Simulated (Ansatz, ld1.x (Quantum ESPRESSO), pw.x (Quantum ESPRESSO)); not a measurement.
# Equation-of-state test of one TM potential (Hf)

- Element: Hf
- Generator: ld1.x (Quantum ESPRESSO) 7.5
- Type: norm-conserving Troullier–Martins (Kleinman–Bylander form)
- Functional: LDA (PW92)
- Relativity: scalar-relativistic
- Frozen core: [Xe] 4f14
- Valence charge: 4
- Reference configuration: 5d2 6s2 6p0
- Partial waves: 6p (bound, empty): rc 4.20 bohr; 5d (bound): rc 1.80 bohr; 5f channel at 0.05 Ry: rc 4.05 bohr; 6s (bound): rc 2.20 bohr
- Local potential: the s channel
- Core correction: a·sin(br)/r model core inside 1.05 bohr

Atomic tests: cutoffs needed: 25 Ry and 35 Ry (the cutoffs (Ry, on a coarse ladder) from which the occupation-weighted sum of valence levels, in a spherical-Bessel basis at the reference potential, stays within 10 and 1 mRy of its value at 400 Ry); ghost test: no extra level below or beside the all-electron valence levels (p, d, f, s tested) (spherical-Bessel basis up to 400 Ry, 20 bohr box); largest excitation error: -318 meV (all-electron minus pseudo) for 5d1 6s0 6p0, out of 7 test configurations.

Crystal test: diamond Hf in pw.x 7.5, no spin, 8³ k-points, Fermi–Dirac smearing 0.01 Ry, cutoffs 50/200 Ry. The reference is all-electron LAPW (Ansatz 0.2.0) with the same functional, mesh and smearing; V0 and B0 come from Birch–Murnaghan fits to the pressures at five volumes. Errors are pseudo minus all-electron; Δ is the rms difference of the E(V) curves that follow from these fits, minima aligned, over ±6 % about the mean V0. Mesh and smearing are coarse, so the numbers serve the comparison and aren't converged zero-temperature values; the lattice is a test structure that the element need not adopt.

```tsv
V (Å³/atom)	P all-electron (GPa)	P pseudo (GPa)
28.827	1.72	0.72
29.585	0.80	0.01
30.344	-0.01	-0.66
31.103	-0.75	-1.28
31.861	-1.42	-1.88
```

All-electron: a0 = 6.237 Å (V0 = 30.33 Å³/atom), B0 = 31.2 GPa.

Pseudopotential: mean pressure error (GPa): -0.69; a0 (Å): 6.187; a0 error (%): -0.81; B0 error (%): -14.3; Δ (meV/atom): 4.9. The largest radius (4.20 bohr) exceeds half the bond length (2.55 bohr), so the spheres overlap, which is one possible source of error among others. This is a poor potential for the solid. The logarithmic derivative shows an extra or strongly shifted pseudo pole above the reference energy (s near 1.56 Ry).

Question: At the middle volume, how do free energy and pressure move when the wave cutoff is lowered (ecutrho kept at four times it)?

Answer:

| cutoff (Ry) | shift of F (meV/atom) | shift of P (GPa) |
| --- | --- | --- |
| 22 | +156.6 | -3.45 |
| 30 | +13.0 | -0.27 |
| 40 | +5.4 | +0.15 |

The run at the middle volume (29 k-points, 8 iterations) took about 10 s on one core of a shared host (Neoverse-V2, 96 threads, 742 GiB, load 40).
